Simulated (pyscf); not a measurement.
H₃C–SiH•–Cl + HCl -> H₃C–SiH(Cl)–Cl + H• (atom transfer; doublet surface; Cl–H broken, Cl–Si formed). Structures and frequencies: ωB97X-D3(BJ)/def2-SVP in PySCF. Energies in kJ/mol from the separated reactants.

```json
[
 {"level": "ωB97X-D3(BJ)/def2-TZVP", "barrier": "54.3", "reaction energy": "-48.8"},
 {"level": "PBE/def2-TZVP", "barrier": "?", "reaction energy": "-23.6"},
 {"level": "r²SCAN/def2-TZVP", "barrier": "?", "reaction energy": "?"},
 {"level": "B3LYP-D3(BJ)/def2-TZVP", "barrier": "41.0", "reaction energy": "-24.2"},
 {"level": "PBE0-D3(BJ)/def2-TZVP", "barrier": "38.6", "reaction energy": "-35.1"},
 {"level": "HF/def2-TZVP", "barrier": "117.3", "reaction energy": "-44.6"}
]
```

Task: Fill in the missing entries.

Result: 
- PBE/def2-TZVP, barrier: 28.5
- r²SCAN/def2-TZVP, barrier: 32.9
- r²SCAN/def2-TZVP, reaction energy: -28.1

The functionals in the table span 25.8 kJ/mol in this barrier, from PBE to ωB97X-D3(BJ)/def2-TZVP. One saddle was located; it need not be the lowest between these sides. The angle at the transferred Cl is 174°.
